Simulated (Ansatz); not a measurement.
Geometry optimisation, Ansatz 0.2.0, RKS PBE0/def2-mTZVP.

Input:

```yaml
crystal:
  periodic: [false, false, false]
  atoms:
    - { symbol: Al, position_ang: [0.0, 0.0, 0.0] }
    - { symbol: C, position_ang: [0.0, 0.0, 1.97] }
    - { symbol: H, position_ang: [-0.9996, -0.3092, 2.3405] }
    - { symbol: H, position_ang: [0.7676, -0.7111, 2.3405] }
    - { symbol: H, position_ang: [0.232, 1.0203, 2.3405] }
    - { symbol: H, position_ang: [1.351, 0.0, -0.78] }
    - { symbol: "N", position_ang: [-1.6627, 0.0, -0.96] }
    - { symbol: H, position_ang: [-2.3316, -0.8164, -0.8614] }
    - { symbol: H, position_ang: [-1.9118, 0.8164, -1.5886] }
basis:
  gaussian: { orbitals: def2-mTZVP }
hamiltonian:
  xc: pbe0
relax:
  f_tol: 0.02
  max_steps: 40
```

Run as:

```bash
$ ansatz run input.yaml --threads 1 --pin off --max-ram 2048MiB --backend cpu --events-out ev --progress --plain --runs-dir out
```

Problem. Where does it end, and by what steps?

Solution. The run converged. After 8 steps the energy has fallen by 0.761 eV; H9 moved furthest, 0.84 Å.

```csv
step,energy less start (eV),largest force component (eV/Å),accepted
0,0.0000,2.163,yes
1,-0.4001,1.193,yes
2,-0.5961,0.836,yes
3,-0.6921,0.347,yes
4,-0.7177,0.417,yes
5,-0.7549,0.120,yes
6,-0.7597,0.035,yes
7,-0.7604,0.022,yes
8,-0.7606,0.009,yes
```

```xyz
9
Properties=species:S:1:pos:R:3
Al -0.039 0.110 -0.005
C -0.030 -0.071 1.941
H -0.993 -0.402 2.340
H 0.726 -0.788 2.278
H 0.211 0.878 2.431
H 1.264 0.372 -0.880
N -1.567 -0.008 -0.903
H -2.477 -0.173 -0.497
H -1.650 0.082 -1.905
```

The run took 24 s on 1 thread of Arm Neoverse V2, with other jobs on the host, peak memory 0.13 GiB.
